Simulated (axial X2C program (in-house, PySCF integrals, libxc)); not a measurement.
# Al₂⁻: bond curves with and without spin–orbit coupling

What are the state, bond length, wavenumber and bond energy of Al₂⁻, and what does spin–orbit coupling change?

Method: all-electron X2C, Al dyall-av3z; program: an in-house X2C program for linear molecules on PySCF integrals.

All values are calculated.

### Step 1. Set-up

task.json reads:

```json
{
 "zs": [
  13,
  13
 ],
 "q": -1,
 "bas": [
  "dyall-av3z",
  "dyall-av3z"
 ],
 "levels": [
  "PBE0",
  "HF",
  "TPSSh"
 ],
 "cc": true,
 "r0": 2.52,
 "thr": -2.0,
 "nmax": 90,
 "npts": 10,
 "nst": 2,
 "ntry": 6
}
```

Keys: zs atomic numbers; q charge; bas basis sets; levels methods (HF also brings MP2); cc coupled cluster on or off; r0 starting distance in Å; thr threshold in hartree for freezing inner shells (an s shell follows its p shell); nmax most natural virtual spinors; npts points asked for on the curve; nst determinants followed; ntry starts of the search.

The run is started by

```console
python so2c.py task.json out
```

Spin-free means the one-electron spin-free X2C Hamiltonian; two-component (2c) means X2C with spin–orbit coupling and atomic mean-field two-electron Coulomb and Gaunt terms. Basis: Al dyall-av3z contracted to [9s9p3d2f]; Gaussian nuclei, density fitting. Masses: Al 26.982 u.

Notation: σ, π±, δ± give the projection m of an orbital's angular momentum (0, ±1, ±2), α and β its spin, Λ and M_S the sums; ω is the projection of a spinor's total angular momentum and Ω the sum. Logs are in hartree.

The results follow Hamiltonian by Hamiltonian and level by level.

### Step 2. Which state to follow

Determinants are compared with PBE0 at 2.520 Å.

Spin-free determinants:

| ΔE (eV) | state | open shells |
| --- | --- | --- |
| 0.00 | M_S = 3/2, Λ = 0 | beyond closed shells: σα, π+α, π-α |
| 0.18 | M_S = 1/2, Λ = 0 | beyond closed shells: σβ, π+α, π-α |
| 0.58 | M_S = 1/2, Λ = 0 | beyond closed shells: σα, π+β, π-α |
| 0.58 | M_S = 1/2, Λ = 2 | beyond closed shells: σα, π+α, π+β |
| 0.80 | M_S = 1/2, Λ = 1 | beyond closed shells: π+α, π+β, π-α |
| 0.91 | M_S = 1/2, Λ = 1 | beyond closed shells: π+α |
| 1.63 | M_S = 3/2, Λ = 1 | beyond closed shells: 2 × π+α, π-α |

Two-component determinants:

| ΔE (eV) | state | open shells |
| --- | --- | --- |
| 0.00 | Ω = 3/2 | excess of +ω over −ω: ω = 3/2 |
| 0.18 | Ω = 1/2 | excess of +ω over −ω: 2 × ω = -1/2, ω = 3/2 |
| 0.57 | Ω = 1/2 | excess of +ω over −ω: ω = 1/2 |
| 0.58 | Ω = 5/2 | excess of +ω over −ω: 2 × ω = 1/2, ω = 3/2 |
| 0.58 | Ω = 1/2 | excess of +ω over −ω: ω = 1/2 |
| 1.63 | Ω = 5/2 | excess of +ω over −ω: ω = -1/2, 2 × ω = 3/2 |
| 1.75 | Ω = 7/2 | excess of +ω over −ω: ω = 1/2, 2 × ω = 3/2 |

### Step 3. PBE0, spin-free

State followed: M_S = 3/2, Λ = 0 (beyond closed shells: σα, π+α, π-α). The scan is laid around 2.568 Å, a first estimate of the minimum, and this SCF restarts from the orbitals of the search.

The SCF at the reference distance of 2.568 Å:

```text
spin-free X2C-1e  PBE0
basis functions 130  fitting functions 698  grid points 4362
iter        total energy     max residual
   1       -483.500723419     1.37e+00
   2       -485.476083667     3.59e-02
   3       -485.482189454     3.33e-02
   4       -485.505496223     1.76e-03
   5       -485.505553595     9.88e-04
   6       -485.505570208     1.08e-04
   7       -485.505570824     1.69e-05
   8       -485.505570846     3.08e-06
   9       -485.505570846     1.24e-06
converged
one-electron -749.33364868  Coulomb 266.22748614  exact exchange -9.10005114  xc functional -28.12449293  nuclear repulsion 34.82513577
```

Along the bond, energies from the lowest point:

```
R (Å)  E (eV)  HOMO (eV)  LUMO (eV)  iterations
2.234  0.4223       0.09       2.03          11
2.337  0.1755       0.02       2.02          11
2.414  0.0692      -0.02       2.02          10
2.491  0.0145      -0.07       2.01          10
2.568  0.0000      -0.10       2.00           9
2.658  0.0214      -0.08       1.99           9
2.748  0.0734      -0.03       1.98           9
2.863  0.1708       0.02       1.97          10
3.005  0.3190       0.07       1.95           9
3.210  0.5598       0.12       1.92          11
```

Outer orbitals at the reference distance:

| symmetry | occupied | ε (eV) | atomic character |
| --- | --- | --- | --- |
| σα | yes | -6.23 | 76% Al s, 16% Al p, 6% Al d |
| σβ | yes | -4.61 | 79% Al s, 13% Al p, 6% Al d |
| σα | yes | -3.07 | 54% Al s, 35% Al p, 8% Al d |
| σβ | yes | -1.87 | 55% Al s, 33% Al p, 9% Al d |
| π-α | yes | -0.13 | 90% Al p, 7% Al d |
| π+α | yes | -0.13 | 90% Al p, 7% Al d |
| σα | yes | -0.10 | 77% Al p, 17% Al s, 6% Al d |
| σα | no | 2.00 | 92% Al p, 7% Al s |
| σβ | no | 2.18 | 62% Al p, 32% Al s, 6% Al d |
| π-β | no | 2.18 | 95% Al p |
| π+β | no | 2.18 | 95% Al p |

PBE0 fields in the half plane through the axis: z from -2.4 to 4.8 Å across, distance from the axis 0.15 to 2.25 Å upwards; Al lies at z = 0 and Al at z = 2.568 Å; the ELF is damped to zero where the density is low.

log10 density (e/bohr³). Ten even steps from '0' (-3.61 ) to '9' (0.98 ):
```
0001111112111112111111000
0011122222222222222221110
0112223333333333333222111
1122333333333333333332211
1123334444444444444433221
1223344444444444444443322
1233445676544445775443322
1233445898544456997544322
```

ELF. Ten even steps from '0' (0.06 ) to '9' (0.97 ):
```
0023445444444444445544310
1346676665555555666766542
3577888776666666778888764
5789999877776677788999886
6899998645677776457999998
7999993000278850000699998
8999960373058710660199999
8999920838038705876079999
```

Re = 2.563 Å, ωe = 326 cm⁻¹, ωexe = 1.55 cm⁻¹, Be = 0.1903 cm⁻¹, De = 2.51 eV.

### Step 4. HF, spin-free

Output at 2.568 Å:

```text
spin-free X2C-1e  HF
basis functions 130  fitting functions 698  grid points 4362
iter        total energy     max residual
   1       -484.681231349     8.14e-02
   2       -484.692851384     4.52e-03
   3       -484.693540796     2.56e-03
   4       -484.693741263     1.35e-03
   5       -484.693816546     5.58e-04
   6       -484.693823920     2.01e-04
   7       -484.693825398     1.05e-04
   8       -484.693825927     4.50e-05
   9       -484.693826051     1.34e-05
  10       -484.693826067     3.28e-06
  11       -484.693826067     9.89e-07
converged
one-electron -748.96726939  Coulomb 265.89248317  exact exchange -36.44417562  xc functional 0.00000000  nuclear repulsion 34.82513577
```

Re = 2.591 Å, ωe = 321 cm⁻¹, ωexe = 1.39 cm⁻¹, Be = 0.1861 cm⁻¹, De = 1.60 eV.

### Step 5. TPSSh, spin-free

Output at 2.568 Å:

```text
spin-free X2C-1e  TPSSh
basis functions 130  fitting functions 698  grid points 4362
iter        total energy     max residual
   1       -485.750683453     1.70e-02
   2       -485.751596852     1.59e-03
   3       -485.751620494     5.52e-04
   4       -485.751624189     3.50e-04
   5       -485.751626419     1.19e-04
   6       -485.751626700     1.74e-05
   7       -485.751626710     3.15e-06
   8       -485.751626711     1.81e-06
converged
one-electron -749.37252112  Coulomb 266.27575175  exact exchange -3.64074958  xc functional -33.83924353  nuclear repulsion 34.82513577
```

Re = 2.561 Å, ωe = 326 cm⁻¹, ωexe = 1.64 cm⁻¹, Be = 0.1906 cm⁻¹, De = 2.49 eV.

### Step 6. MP2 and beyond, spin-free

Correlated methods: 7 electrons correlated (frozen shells, counted by type: Al 2 s, 1 p), 205 virtual spinors in MP2, 90 natural virtuals in coupled cluster.

Output of the correlated part at 2.568 Å:

```text
correlated 7  virtual 205  natural virtual 90  E(MP2) -0.119109358  MP2 remainder -0.002970464
iter   CCSD correlation   residual
   1     -0.132431052   1.42e-01
   2     -0.139026663   5.74e-02
   3     -0.139758218   1.82e-02
   4     -0.140033978   8.19e-03
   5     -0.140038289   3.05e-03
   6     -0.140041954   1.04e-03
   7     -0.140050267   3.15e-04
   8     -0.140049638   1.10e-04
   9     -0.140049568   3.99e-05
  10     -0.140049559   1.28e-05
(T) -0.010365790  T1 0.0361  D1 0.0571  max T2 0.083
```

T1 in the output is the amplitude norm over the root of the electron number; divide by √2 for the Lee–Taylor value.

MP2: Re = 2.547 Å, ωe = 345 cm⁻¹, Be = 0.1926 cm⁻¹, De = 2.48 eV.

CCSD: Re = 2.562 Å, ωe = 333 cm⁻¹, ωexe = 1.62 cm⁻¹, Be = 0.1903 cm⁻¹, De = 2.31 eV. T1 at Re = 0.025 (Lee–Taylor, the printed value over √2).

CCSD(T): Re = 2.564 Å, ωe = 332 cm⁻¹, ωexe = 1.69 cm⁻¹, Be = 0.1901 cm⁻¹, De = 2.48 eV. T1 at Re = 0.026 (Lee–Taylor, the printed value over √2).

### Step 7. A higher determinant, spin-free

State: M_S = 1/2, Λ = 0 (beyond closed shells: σβ, π+α, π-α).

Output at the reference distance:

```text
spin-free X2C-1e  PBE0
basis functions 130  fitting functions 698  grid points 4362
iter        total energy     max residual
   1       -483.499581660     1.42e+00
   2       -485.470682767     3.57e-02
   3       -485.478656955     2.86e-02
   4       -485.498996313     1.27e-03
   5       -485.499034994     5.08e-04
   6       -485.499041997     1.60e-04
   7       -485.499042656     2.03e-05
   8       -485.499042681     6.25e-06
   9       -485.499042682     9.22e-07
converged
one-electron -749.26435035  Coulomb 266.16047768  exact exchange -9.09932402  xc functional -28.12098176  nuclear repulsion 34.82513577
```

```csv
R (Å),E above the lowest PBE0 point (eV)
2.234,0.592
2.337,0.346
2.414,0.242
2.491,0.189
2.568,0.178
2.658,0.203
2.748,0.259
2.863,0.363
3.005,0.518
```

Re = 2.555 Å, ωe = 332 cm⁻¹, ωexe = 1.56 cm⁻¹, Be = 0.1914 cm⁻¹. ⟨S²⟩ = 1.79 against 0.75 for a pure state, so this determinant mixes spins. Te = 0.18 eV.

### Step 8. The spin-free curves together

Energy (eV) of the followed determinant, spin-free, from each level's lowest point:

```
R (Å)   PBE0     HF    MP2   CCSD  CCSD(T)  TPSSh
2.234  0.422  0.494  0.418    n/a      n/a  0.418
2.337  0.175  0.220  0.166  0.183    0.185  0.173
2.414  0.069  0.097  0.060  0.072    0.074  0.067
2.491  0.015  0.027  0.009  0.015    0.016  0.014
2.568  0.000  0.000  0.000  0.000    0.000  0.000
2.658  0.021  0.009  0.031  0.022    0.022  0.022
2.748  0.073  0.052  0.094  0.077    0.075  0.074
2.863  0.171  0.141  0.207  0.178    0.174  0.171
3.005  0.319  0.284  0.375    n/a      n/a  0.317
3.210  0.560  0.527  0.643    n/a      n/a  0.553
```

### Step 9. PBE0, 2c

State followed: Ω = 3/2 (excess of +ω over −ω: ω = 3/2). The scan is laid around 2.568 Å, a first estimate of the minimum, and this SCF restarts from the orbitals of the search.

The SCF at the reference distance of 2.568 Å:

```text
two-component X2C + atomic mean field  PBE0
basis functions 130  fitting functions 698  grid points 4362
iter        total energy     max residual
   1       -483.365822017     1.37e+00
   2       -485.419999255     3.60e-02
   3       -485.426034351     3.33e-02
   4       -485.449432081     1.77e-03
   5       -485.449489595     9.92e-04
   6       -485.449506342     1.08e-04
   7       -485.449506955     1.69e-05
   8       -485.449506977     3.08e-06
   9       -485.449506977     1.24e-06
converged
one-electron -749.18215437  Coulomb 266.18148779  exact exchange -9.09842649  xc functional -28.11943217  nuclear repulsion 34.82513577  atomic mean-field constant -0.05611750
```

Along the bond, energies from the lowest point:

| R (Å) | E (eV) | HOMO (eV) | LUMO (eV) | iterations |
| --- | --- | --- | --- | --- |
| 2.234 | 0.4225 | 0.10 | 2.05 | 12 |
| 2.337 | 0.1756 | 0.03 | 2.05 | 10 |
| 2.414 | 0.0694 | -0.02 | 2.04 | 11 |
| 2.491 | 0.0146 | -0.07 | 2.03 | 10 |
| 2.568 | 0.0000 | -0.10 | 2.02 | 9 |
| 2.658 | 0.0213 | -0.08 | 2.01 | 9 |
| 2.748 | 0.0732 | -0.03 | 2.00 | 11 |
| 2.863 | 0.1706 | 0.02 | 1.98 | 9 |
| 3.005 | 0.3187 | 0.07 | 1.96 | 9 |
| 3.210 | 0.5594 | 0.12 | 1.93 | 10 |

Outer spinors at the reference distance:

| ω | occupied | ε (eV) | atomic character | λ mixture |
| --- | --- | --- | --- | --- |
| 1/2 | yes | -6.23 | 76% Al s, 16% Al p, 6% Al d | 100% σ |
| -1/2 | yes | -4.61 | 79% Al s, 13% Al p, 6% Al d | 100% σ |
| 1/2 | yes | -3.07 | 54% Al s, 35% Al p, 8% Al d | 100% σ |
| -1/2 | yes | -1.87 | 55% Al s, 33% Al p, 9% Al d | 100% σ |
| -1/2 | yes | -0.14 | 90% Al p, 7% Al d | 100% π |
| 3/2 | yes | -0.13 | 90% Al p, 7% Al d | 100% π |
| 1/2 | yes | -0.10 | 77% Al p, 17% Al s, 6% Al d | 100% σ |
| 1/2 | no | 2.02 | 93% Al p, 6% Al s | 100% σ |
| 1/2 | no | 2.18 | 95% Al p | 100% π |
| -1/2 | no | 2.18 | 62% Al p, 32% Al s, 6% Al d | 100% σ |
| -3/2 | no | 2.18 | 95% Al p | 100% π |

PBE0 fields in the half plane through the axis: z from -2.4 to 4.8 Å across, distance from the axis 0.15 to 2.25 Å upwards; Al lies at z = 0 and Al at z = 2.568 Å; the ELF is damped to zero where the density is low.

log10 density (e/bohr³). Ten even steps from '0' (-3.61 ) to '9' (0.98 ):
```
0001111112111112111111000
0011122222222222222221110
0112223333333333333222111
1122333333333333333332211
1123334444444444444433221
1223344444444444444443322
1233445676544445775443322
1233445898544456997544322
```

ELF. Ten even steps from '0' (0.06 ) to '9' (0.97 ):
```
0023445444444444445544310
1346676665555555666766542
3577888776666666778888764
5789999877776677788999886
6899998645677776457999998
7999993000278850000699998
8999960373058710660199999
8999920838038705876079999
```

Re = 2.563 Å, ωe = 326 cm⁻¹, ωexe = 1.55 cm⁻¹, Be = 0.1903 cm⁻¹, De = 2.51 eV.

### Step 10. HF, 2c

Output at 2.568 Å:

```text
two-component X2C + atomic mean field  HF
basis functions 130  fitting functions 698  grid points 4362
iter        total energy     max residual
   1       -484.625354260     8.16e-02
   2       -484.636969902     4.53e-03
   3       -484.637659234     2.56e-03
   4       -484.637859695     1.35e-03
   5       -484.637934971     5.58e-04
   6       -484.637942346     2.01e-04
   7       -484.637943826     1.05e-04
   8       -484.637944356     4.50e-05
   9       -484.637944481     1.34e-05
  10       -484.637944497     3.27e-06
  11       -484.637944497     9.63e-07
converged
one-electron -748.81584338  Coulomb 265.84655075  exact exchange -36.43767013  xc functional 0.00000000  nuclear repulsion 34.82513577  atomic mean-field constant -0.05611750
```

Re = 2.591 Å, ωe = 321 cm⁻¹, ωexe = 1.39 cm⁻¹, Be = 0.1861 cm⁻¹, De = 1.60 eV.

### Step 11. TPSSh, 2c

Output at 2.568 Å:

```text
two-component X2C + atomic mean field  TPSSh
basis functions 130  fitting functions 698  grid points 4362
iter        total energy     max residual
   1       -485.694556987     1.70e-02
   2       -485.695470131     1.59e-03
   3       -485.695493773     5.52e-04
   4       -485.695497466     3.50e-04
   5       -485.695499690     1.19e-04
   6       -485.695499971     1.74e-05
   7       -485.695499981     3.15e-06
   8       -485.695499981     6.69e-06
converged
one-electron -749.22110876  Coulomb 266.22984006  exact exchange -3.64010030  xc functional -33.83314923  nuclear repulsion 34.82513577  atomic mean-field constant -0.05611750
```

Re = 2.561 Å, ωe = 326 cm⁻¹, ωexe = 1.64 cm⁻¹, Be = 0.1906 cm⁻¹, De = 2.49 eV.

### Step 12. MP2 and beyond, 2c

Correlated methods: 7 electrons correlated (frozen shells, counted by type: Al 2 s, 1 p), 205 virtual spinors in MP2, 90 natural virtuals in coupled cluster.

Output of the correlated part at 2.568 Å:

```text
correlated 7  virtual 205  natural virtual 90  E(MP2) -0.119100346  MP2 remainder -0.002969287
iter   CCSD correlation   residual
   1     -0.132421681   1.42e-01
   2     -0.139016043   5.74e-02
   3     -0.139747437   1.82e-02
   4     -0.140023088   8.19e-03
   5     -0.140027385   3.05e-03
   6     -0.140031051   1.04e-03
   7     -0.140039359   3.15e-04
   8     -0.140038730   1.10e-04
   9     -0.140038660   4.00e-05
  10     -0.140038651   1.29e-05
(T) -0.010364050  T1 0.0361  D1 0.0571  max T2 0.083
```

MP2: Re = 2.547 Å, ωe = 345 cm⁻¹, Be = 0.1926 cm⁻¹, De = 2.49 eV.

CCSD: Re = 2.562 Å, ωe = 333 cm⁻¹, ωexe = 1.62 cm⁻¹, Be = 0.1903 cm⁻¹, De = 2.31 eV. T1 at Re = 0.025 (Lee–Taylor, the printed value over √2).

CCSD(T): Re = 2.564 Å, ωe = 332 cm⁻¹, ωexe = 1.7 cm⁻¹, Be = 0.19 cm⁻¹, De = 2.48 eV. T1 at Re = 0.026 (Lee–Taylor, the printed value over √2).

### Step 13. A higher determinant, 2c

State: Ω = 1/2 (excess of +ω over −ω: 2 × ω = -1/2, ω = 3/2).

Output at the reference distance:

```text
two-component X2C + atomic mean field  PBE0
basis functions 130  fitting functions 698  grid points 4362
iter        total energy     max residual
   1       -483.365193382     1.42e+00
   2       -485.414587717     3.58e-02
   3       -485.422500747     2.86e-02
   4       -485.442932197     1.28e-03
   5       -485.442970917     5.12e-04
   6       -485.442978019     1.59e-04
   7       -485.442978676     2.04e-05
   8       -485.442978701     6.25e-06
   9       -485.442978702     9.21e-07
converged
one-electron -749.11285855  Coulomb 266.11447976  exact exchange -9.09769885  xc functional -28.11591933  nuclear repulsion 34.82513577  atomic mean-field constant -0.05611750
```

```csv
R (Å),E above the lowest PBE0 point (eV)
2.234,0.592
2.337,0.346
2.414,0.242
2.491,0.189
2.568,0.178
2.658,0.203
2.748,0.259
2.863,0.362
3.005,0.518
```

Re = 2.555 Å, ωe = 332 cm⁻¹, ωexe = 1.56 cm⁻¹, Be = 0.1914 cm⁻¹. Te = 0.18 eV.

### Step 14. The 2c curves together

Energy (eV) of the followed determinant, 2c, from each level's lowest point:

| R (Å) | PBE0 | HF | MP2 | CCSD | CCSD(T) | TPSSh |
| --- | --- | --- | --- | --- | --- | --- |
| 2.234 | 0.423 | 0.495 | 0.418 | n/a | n/a | 0.418 |
| 2.337 | 0.176 | 0.221 | 0.166 | 0.183 | 0.186 | 0.173 |
| 2.414 | 0.069 | 0.097 | 0.060 | 0.072 | 0.074 | 0.068 |
| 2.491 | 0.015 | 0.027 | 0.009 | 0.015 | 0.016 | 0.014 |
| 2.568 | 0.000 | 0.000 | 0.000 | 0.000 | 0.000 | 0.000 |
| 2.658 | 0.021 | 0.009 | 0.031 | 0.022 | 0.021 | 0.022 |
| 2.748 | 0.073 | 0.052 | 0.093 | 0.077 | 0.074 | 0.074 |
| 2.863 | 0.171 | 0.141 | 0.206 | 0.178 | 0.174 | 0.171 |
| 3.005 | 0.319 | 0.284 | 0.374 | n/a | n/a | 0.317 |
| 3.210 | 0.559 | 0.526 | 0.643 | n/a | n/a | 0.552 |

The whole job took 52 s on 1 thread of Arm Neoverse V2, shared host.

### Step 15. What came out

Lowest determinant that the search found at its distance, spin-free: M_S = 3/2, Λ = 0 (beyond closed shells: σα, π+α, π-α).

Lowest determinant that the search found at its distance, 2c: Ω = 3/2 (excess of +ω over −ω: ω = 3/2).

```tsv
Hamiltonian	level	Re (Å)	ωe (cm⁻¹)	De (eV)
spin-free	PBE0	2.563	326	2.51
spin-free	HF	2.591	321	1.60
spin-free	MP2	2.547	345	2.48
spin-free	CCSD	2.562	333	2.31
spin-free	CCSD(T)	2.564	332	2.48
spin-free	TPSSh	2.561	326	2.49
2c	PBE0	2.563	326	2.51
2c	HF	2.591	321	1.60
2c	MP2	2.547	345	2.49
2c	CCSD	2.562	333	2.31
2c	CCSD(T)	2.564	332	2.48
2c	TPSSh	2.561	326	2.49
```

Time per point (s) on 1 thread of Arm Neoverse V2, shared host (2c runs; CCSD comes with the CCSD(T) run); the times are rough: PBE0 0.25, HF 0.16, MP2 0.21, CCSD(T) 1.7, TPSSh 0.43.

**Reading.** At CCSD(T), going from spin-free to two-component changes Re by 0 mÅ, ωe by 0.0 %; the spin-free picture holds up (part of it comes from the scalar share of the two-electron terms). De moves by 0.00 eV; both De rest on single-determinant atoms, which can miss part of an open shell's spin–orbit lowering.

De refers to Al- + Al, each in the lowest determinant found, which need not be this curve's own limit. Each curve is one determinant whose occupation by symmetry is held fixed; it was picked as the lowest of a PBE0 search that is not exhaustive. De is counted from the lowest determinant-based energies of the atoms at the same level, without counterpoise correction. Density functionals use the spin component along the axis (collinear). Coupled cluster ran in a truncated set of natural virtual spinors; the MP2 energy of the rest was added. The meta-GGAs lack a current-density term, which matters for open shells with orbital currents, atoms included. With several unpaired electrons one determinant need not be a pure state. T1 at Re is 0.026 (Lee–Taylor), above the customary mark of 0.02.
